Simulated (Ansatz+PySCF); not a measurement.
Results of a calculation; reference values are marked as such.
## PySCF 2.14.0 run

```python
from pyscf import gto, scf, mp

mol = gto.M(atom="""
C 0.000000 0.000000 0.000210
H 0.000000 1.080410 -0.000430
H 0.935660 -0.540210 -0.000430
H -0.935660 -0.540210 -0.000430
""", basis='cc-pvtz', charge=0, spin=1)
mf = scf.UHF(mol)
mf.kernel()
pt = mp.MP2(mf, frozen=1).run()
print(mf.e_tot, pt.e_corr, pt.e_tot)
```

The script is written out from the run's settings.

Results

```
Converged                       : yes
Reference energy                : -39.57742 hartree
Correlation energy              : -0.15819 hartree
Total energy                    : -39.73562 hartree
Spin squared of the determinant : 0.762
```
